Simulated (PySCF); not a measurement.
# SH⁻: everyday levels beside a composite calculation

PySCF; the state is a singlet (closed shell). The composite is CCSD(T) extrapolated to the basis-set limit from two correlation-consistent sets, with core-valence (CV) and scalar-relativistic (SR) terms as its label shows; it has no spin–orbit coupling and nothing beyond (T). Here it is CCSD(T)/CBS(TQ)+CV+SR. It gives Re = 1.344 Å, ωe = 2654 cm⁻¹ and De = 4.06 eV to H + S⁻.

| level | basis | relativity | Re (Å) | ωe (cm⁻¹) | De (eV) |
| --- | --- | --- | --- | --- | --- |
| revPBE | aug-cc-pVDZ/aug-cc-pV(D+d)Z | no relativity | 1.366 | 2566 | 3.86 |
| PW91 | aug-pcseg-1 | no relativity | 1.368 | 2574 | 3.92 |
| PW91 | def2-TZVPPD | no relativity | 1.354 | 2588 | 4.00 |
| BLYP | aug-pcseg-1 | no relativity | 1.373 | 2518 | 3.84 |
| r²SCAN | aug-pcseg-1 | no relativity | 1.357 | 2656 | 3.92 |
| r²SCAN | def2-TZVPPD | no relativity | 1.345 | 2660 | 3.97 |
| r²SCANh | def2-TZVPPD | no relativity | 1.343 | 2684 | 3.95 |
| B3LYP | aug-pcseg-1 | no relativity | 1.361 | 2612 | 3.88 |
| PBE0 | aug-pcseg-1 | no relativity | 1.356 | 2674 | 3.87 |
| MN15 | def2-TZVPPD | no relativity | 1.336 | 2702 | 4.05 |

Q: Give the difference of each row from the composite.

A: 

```
  level                        basis  ΔRe (pm)  Δωe (%)  ΔDe (eV)
 revPBE  aug-cc-pVDZ/aug-cc-pV(D+d)Z      +2.2     -3.3     -0.20
   PW91                  aug-pcseg-1      +2.4     -3.0     -0.14
   PW91                  def2-TZVPPD      +1.0     -2.5     -0.06
   BLYP                  aug-pcseg-1      +2.9     -5.1     -0.22
 r²SCAN                  aug-pcseg-1      +1.3     +0.1     -0.14
 r²SCAN                  def2-TZVPPD      +0.1     +0.2     -0.09
r²SCANh                  def2-TZVPPD      -0.1     +1.1     -0.11
  B3LYP                  aug-pcseg-1      +1.7     -1.6     -0.18
   PBE0                  aug-pcseg-1      +1.2     +0.8     -0.19
   MN15                  def2-TZVPPD      -0.8     +1.8     -0.01
```

Q: Which rows come closest in De?

A: MN15 in def2-TZVPPD (-0.01 eV), counted from the composite.

Correlated steps freeze 5 core orbitals. For an ion De counts to the pair picked by the measured ionisation energies or electron affinities, which need not be the lowest pair at this level. Where the molecule has an RHF reference, its open-shell atoms are computed with UHF. The highest Kohn–Sham level is positive in some of these anions. Much of that is self-interaction error, but it also means that the finite basis helps to hold the extra electron.
